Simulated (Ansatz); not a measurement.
# One shape, several levels: PO (Phosphorus monoxide)

We compute a comparison of 6 runs (U-revPBE/STO-3G, U-wB97X/STO-3G, UB3LYP/STO-3G, UCAM-B3LYP/STO-3G, UCCSDT(Q)/STO-3G, UCCSD/STO-3G) of PO (Phosphorus monoxide). 

The results are computed with Ansatz 0.2.0.

36 further runs of the same task are left out: 5 that didn't finish, 31 set aside as unsound or not needed.

### 1 The system as given

PO has 2 atoms, charge 0, and is taken as a doublet. SMILES: `O=[P]`. The P2–O1 distance was set to 2.211 Å, away from the relaxed value.

Bond lengths: O1–P2 2.211 Å.

### 2 The energy at U-revPBE/STO-3G (run 1)

The input, input.yaml:

```yaml
crystal:
  periodic: [false, false, false]
  atoms:
    - {symbol: O, position_ang: [0.000000, -0.000000, -0.746460]}
    - {symbol: P, position_ang: [-0.000000, 0.000000, 1.464540]}
basis:
  gaussian:
    orbitals: STO-3G
magnetization:
  spin_polarized: true
  initial_magnetization: 1
hamiltonian:
  xc: {name: revPBE}
accuracy: high
```

Command:

```
$ ansatz run input.yaml --threads 1 --pin off --max-ram 3480MiB --events-out events.jsonl --progress --plain --runs-dir runs
```

The program printed:

```text
Warning: RAYON_NUM_THREADS=1 ignored (pool sized by the plan → 1); use --threads N
Functional definition: revPBE
  name "revPBE"
  parameter kappa = 1.245
  parameter beta = 0.06672455060314922
  exchange = pbe_x(kappa = kappa, mu = beta*pi^2/3)
  correlation = pbe_c(beta = beta)
217 factors; integrals over basis functions are off by at most 2.4e-8 eV
mean field evaluation 1: about -11176.2769 eV, gradient 3.8e1 eV
mean field evaluation 2: about -11085.4594 eV, gradient 3.2e1 eV
mean field evaluation 4: about -11152.2904 eV, gradient 2.7e1 eV
mean field evaluation 8: about -11193.9317 eV, gradient 4.0e-1 eV
mean field evaluation 16: about -11194.5101 eV, gradient 4.8e-4 eV
mean field evaluation 32: about -11190.9005 eV, gradient 7.7e0 eV
mean field evaluation 64: about -11193.6795 eV, gradient 6.8e-4 eV
mean field -11194.51005509 eV, -411.3906566133 hartree, gradient 2.3e-8 eV, S^2 1.671062; 12 other end points of the search recorded, 0 dependent functions left out
reference -11194.51005645 eV, -411.3906566631 hartree; 12, 11 occupied and 2, 3 virtual orbitals, 217 factors
Total energy: -11194.51005645 eV, -411.3906566631 hartree
```

Run time: 2 s. Hardware: 1 thread of Intel Xeon Platinum 8488C (Sapphire Rapids), shared host; peak memory 0.12 GiB.

### 3 The energy at U-wB97X/STO-3G (run 2)

The input, run.yaml:

```yaml
crystal:
  periodic: [false, false, false]
  atoms:
    - {symbol: O, position_ang: [0.000000, -0.000000, -0.746460]}
    - {symbol: P, position_ang: [-0.000000, 0.000000, 1.464540]}
basis:
  gaussian:
    orbitals: STO-3G
magnetization:
  spin_polarized: true
  initial_magnetization: 1
hamiltonian:
  xc: {name: wB97X}
accuracy: high
```

Command:

```
$ ansatz run run.yaml --threads 1 --pin off --max-ram 3480MiB --events-out events.jsonl --progress --plain --runs-dir runs
```

The program printed:

```text
Warning: RAYON_NUM_THREADS=1 ignored (pool sized by the plan → 1); use --threads N
Functional definition: wB97X
  name "wB97X"
  parameter omega = 0.3/bohr
  parameter cx = 0.157706
  parameter cx1 = 0.726479
  parameter cx2 = 1.04760
  parameter cx3 = -5.70635
  parameter cx4 = 13.2794
  parameter css1 = -4.33879
  parameter css2 = 18.2308
  parameter css3 = -31.7430
  parameter css4 = 17.2901
  parameter cos1 = 2.37031
  parameter cos2 = -11.3995
  parameter cos3 = 6.58405
  parameter cos4 = -3.78132
  exchange = spin_sum(e_x_unif_sr(omega)*poly(b97_u_x, 1 - cx, cx1, cx2, cx3, cx4)) + cx*exact_x_sr(omega)
      + exact_x_lr(omega)
  correlation = spin_sum(e_c_pw_same_spin*poly(b97_u_same, 1, css1, css2, css3, css4))
      + integral(e_c_pw_opposite_spin*poly(b97_u_opposite, 1, cos1, cos2, cos3, cos4))
217 factors; integrals over basis functions are off by at most 2.4e-8 eV
91 factors; integrals over basis functions are off by at most 2.6e-9 eV
mean field evaluation 1: about -11175.5899 eV, gradient 3.6e1 eV
mean field evaluation 2: about -11098.0245 eV, gradient 5.1e1 eV
mean field evaluation 4: about -11168.1317 eV, gradient 3.7e1 eV
mean field evaluation 8: about -11193.9742 eV, gradient 3.0e0 eV
mean field evaluation 16: about -11195.3032 eV, gradient 1.7e-5 eV
mean field evaluation 32: about -11196.0847 eV, gradient 1.7e-4 eV
mean field -11196.08469128 eV, -411.4485234258 hartree, gradient 3.2e-8 eV, S^2 2.045290; 1 other end points of the search recorded, 0 dependent functions left out
reference -11196.08469078 eV, -411.4485234072 hartree; 12, 11 occupied and 2, 3 virtual orbitals, 217 factors
Total energy: -11196.08469078 eV, -411.4485234072 hartree
```

It took 6.3 s on 1 thread of Intel Xeon Platinum 8488C (Sapphire Rapids), shared host; peak memory 0.28 GiB.

Run 3 isn't shown in full; the table further down has it.

### 4 A single-point energy at UCAM-B3LYP/STO-3G (run 4)

The input, molecule.yaml:

```yaml
crystal:
  periodic: [false, false, false]
  atoms:
    - {symbol: O, position_ang: [0.000000, -0.000000, -0.746460]}
    - {symbol: P, position_ang: [-0.000000, 0.000000, 1.464540]}
basis:
  gaussian: {orbitals: STO-3G}
magnetization: {spin_polarized: true, initial_magnetization: 1}
hamiltonian: {xc: {name: CAM-B3LYP}}
accuracy: high
```

Command:

```
$ ansatz run molecule.yaml --threads 1 --pin off --max-ram 3480MiB --events-out events.jsonl --progress --plain --runs-dir runs
```

The program printed:

```text
Warning: RAYON_NUM_THREADS=1 ignored (pool sized by the plan → 1); use --threads N
Functional definition: CAM-B3LYP
  name "CAM-B3LYP"
  parameter alpha = 0.19
  parameter beta = 0.46
  parameter omega = 0.33/bohr
  parameter ac = 0.81
  exchange = (1 - alpha - beta)*b88_x + beta*b88_x_sr(omega) + alpha*exact_x + beta*exact_x_lr(omega)
  correlation = (1 - ac)*vwn5_c + ac*lyp_c
217 factors; integrals over basis functions are off by at most 2.4e-8 eV
99 factors; integrals over basis functions are off by at most 1.3e-9 eV
mean field evaluation 1: about -11174.7396 eV, gradient 3.7e1 eV
mean field evaluation 2: about -11092.5450 eV, gradient 4.5e1 eV
mean field evaluation 4: about -11159.8163 eV, gradient 3.3e1 eV
mean field evaluation 8: about -11193.3428 eV, gradient 3.4e0 eV
mean field evaluation 16: about -11194.4934 eV, gradient 1.6e-5 eV
mean field evaluation 32: about -11195.1317 eV, gradient 2.2e-5 eV
mean field evaluation 64: about -11194.2614 eV, gradient 6.2e-5 eV
mean field -11195.13166854 eV, -411.4135004859 hartree, gradient 9.5e-9 eV, S^2 1.971332; 6 other end points of the search recorded, 0 dependent functions left out
reference -11195.13167735 eV, -411.4135008098 hartree; 12, 11 occupied and 2, 3 virtual orbitals, 217 factors
Total energy: -11195.13167735 eV, -411.4135008098 hartree
```

Run time: 2.2 s. Hardware: 1 thread of Intel Xeon Platinum 8488C (Sapphire Rapids), shared host; peak memory 0.12 GiB.

Run 5 isn't shown in full; the table further down has it.

### 5 The energy at UCCSD/STO-3G (run 6)

The input, input.yaml:

```yaml
crystal:
  periodic: [false, false, false]
  atoms:
    - {symbol: O, position_ang: [0.000000, -0.000000, -0.746460]}
    - {symbol: P, position_ang: [-0.000000, 0.000000, 1.464540]}
basis:
  gaussian: {orbitals: STO-3G}
accuracy: high
scf: {omitted_lower_state_checks: [cluster_reference, increment]}
magnetization: {spin_polarized: true, initial_magnetization: 1}
correlation: {method: ccsd, frozen_orbitals: {O: 1, P: 5}}
```

Command:

```
$ ansatz run input.yaml --threads 1 --pin off --max-ram 3480MiB --events-out events.jsonl --progress --plain --runs-dir runs
```

The program printed:

```text
Warning: RAYON_NUM_THREADS=1 ignored (pool sized by the plan → 1); use --threads N
[... 16 lines left out ...]
6 core orbitals not correlated: weight in the atoms' cores, before any rotation towards them, 1.000 or more for the frozen orbitals, at most 0.000 for the correlated occupied ones
[... 57 lines left out ...]
Total energy: -11175.85990348 eV, -410.7052761830 hartree
Checks for a lower state left out: cluster_reference, increment
```

Wall time 0.46 s (1 thread of Intel Xeon Platinum 8488C (Sapphire Rapids), shared host).

### 6 The series

| run | level | frozen core orbitals | energy (Eh) | ⟨S²⟩ | wall time |
| --- | --- | --- | --- | --- | --- |
| 1 | U-revPBE/STO-3G | – | -411.390657 | 1.671 | 2 s |
| 2 | U-wB97X/STO-3G | – | -411.448523 | 2.045 | 6.3 s |
| 3 | UB3LYP/STO-3G | – | -411.463915 | 1.856 | 1.3 s |
| 4 | UCAM-B3LYP/STO-3G | – | -411.413501 | 1.971 | 2.2 s |
| 5 | UCCSDT(Q)/STO-3G | 6 | -410.706034 | 2.468 | 1.8 s |
| 6 | UCCSD/STO-3G | 6 | -410.705276 | 2.468 | 0.46 s |

### 7 Outcome

| quantity | value |
| --- | --- |
| run 6: total energy | -410.70528 Eh |
| run 6: correlation energy (6 core orbitals frozen) | -25.2 mEh |
| run 6: ⟨S²⟩ of the reference determinant | 2.468 |
| run 6: T1 diagnostic | 0.057 |

Totals of different functionals can't be ranked against each other. In runs 1, 2, 3, 4, 5, 6 the basis is minimal, so the values are rough. Spin contamination of the reference: run 5 ⟨S²⟩ = 2.47, run 6 ⟨S²⟩ = 2.47, run 2 ⟨S²⟩ = 2.05, run 4 ⟨S²⟩ = 1.97, run 3 ⟨S²⟩ = 1.86, run 1 ⟨S²⟩ = 1.67. Where it is this large, the reference is a mixture of spin states, and values that rest on it are in doubt. All runs together took 14 s, the longest 6.3 s.
